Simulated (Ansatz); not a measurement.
# C5H13P: basis-set convergence

The task here is to estimate one member of a computed series from the others.

Computed with Ansatz 0.2.0, Gaussian basis. Level: one geometry, several basis sets.

The runs, in order: PBE0-D4/def2-SVP; ωB97M-V/def2-SVP; PBE0-D4/def2-QZVPP; ωB97M-V/def2-QZVPP; the functionals' def2-TZVPP values are taken from earlier runs.

1 further run of the same task is left out (it didn't finish). Runs told in other sessions of the task aren't counted.

## The relaxed structure

An earlier PBE0-D4 in a triple-zeta def2 set relaxation fixed the geometry.

SMILES `CC(C)P(C)C`, 19 atoms, charge 0, spin multiplicity 1.

Atoms are counted from 1 here; the program's logs count them from 0.

Bond lengths: C1–C2 1.520 Å, C1–H7 1.092 Å, C1–H8 1.093 Å, C1–H9 1.095 Å, C2–C3 1.524 Å, C2–P4 1.863 Å, C2–H10 1.098 Å, C3–H11 1.094 Å, C3–H12 1.094 Å, C3–H13 1.092 Å, P4–C5 1.840 Å, P4–C6 1.839 Å, C5–H14 1.092 Å, C5–H15 1.093 Å, C5–H16 1.092 Å, C6–H17 1.092 Å, C6–H18 1.093 Å, C6–H19 1.092 Å. Angles: C2–C1–H7 112.5°, C2–C1–H8 111.3°, C2–C1–H9 110.4°, H7–C1–H8 108.0°, H7–C1–H9 107.4°, H8–C1–H9 107.1°, C1–C2–C3 111.2°, C1–C2–P4 116.7°, C1–C2–H10 108.5°, C3–C2–P4 109.0°, C3–C2–H10 107.8°, P4–C2–H10 102.9°, C2–C3–H11 111.1°, C2–C3–H12 110.8°, C2–C3–H13 111.6°, H11–C3–H12 107.2°, H11–C3–H13 107.8°, H12–C3–H13 108.2° and more.

Set-up of the first run:

Input file in.yaml:

```yaml
crystal:
  periodic: [false, false, false]
  atoms:
    - {symbol: C, position_ang: [0.057022, -1.167302, 1.131625]}
    - {symbol: C, position_ang: [0.932398, -0.190048, 0.363893]}
    - {symbol: C, position_ang: [1.877707, -0.922905, -0.580609]}
    - {symbol: P, position_ang: [0.056645, 1.158259, -0.577597]}
    - {symbol: C, position_ang: [-1.219731, 0.215599, -1.509730]}
    - {symbol: C, position_ang: [-1.005428, 1.888424, 0.734414]}
    - {symbol: H, position_ang: [-0.608635, -0.665946, 1.836756]}
    - {symbol: H, position_ang: [-0.557237, -1.766651, 0.454651]}
    - {symbol: H, position_ang: [0.676649, -1.863741, 1.705316]}
    - {symbol: H, position_ang: [1.543574, 0.370326, 1.083747]}
    - {symbol: H, position_ang: [1.321396, -1.497342, -1.327315]}
    - {symbol: H, position_ang: [2.505010, -1.630015, -0.030173]}
    - {symbol: H, position_ang: [2.531381, -0.228621, -1.113079]}
    - {symbol: H, position_ang: [-0.741914, -0.423669, -2.254781]}
    - {symbol: H, position_ang: [-1.860028, -0.396860, -0.870047]}
    - {symbol: H, position_ang: [-1.848142, 0.928461, -2.048136]}
    - {symbol: H, position_ang: [-0.375283, 2.336377, 1.506219]}
    - {symbol: H, position_ang: [-1.681130, 1.166876, 1.200555]}
    - {symbol: H, position_ang: [-1.604265, 2.688769, 0.294292]}
basis:
  gaussian: {orbitals: def2-SVP}
hamiltonian: {xc: pbe0, dispersion: d4}
output: {orbitals: {seedname: orbitals}}
```

Command:

```sh
$ ansatz run in.yaml --threads 4 --pin off --events-out ev --progress --plain --max-ram 11315MiB
```

Among the steps run: PBE0-D4 in def2-SVP; ωB97M-V in def2-SVP; PBE0-D4 in def2-QZVPP; ωB97M-V in def2-QZVPP.

One table of the session follows, with a row left open; its other results are not shown here.

It belongs to the step «Density functionals: the series». 

| functional | basis | HOMO (eV) | LUMO (eV) |
| --- | --- | --- | --- |
| PBE0-D4 | def2-SVP | ? | ? |
| PBE0-D4 | def2-TZVPP | -6.18 | 1.05 |
| PBE0-D4 | def2-QZVPP | -6.20 | 0.61 |
| ωB97M-V | def2-SVP | -8.28 | 3.25 |
| ωB97M-V | def2-TZVPP | -8.36 | 2.50 |
| ωB97M-V | def2-QZVPP | -8.38 | 1.76 |

Q: Estimate the row for PBE0-D4, def2-SVP from the others.

**Answer.** HOMO (eV): -6.12; LUMO (eV): 1.60. In the column «HOMO (eV)» it is the highest.
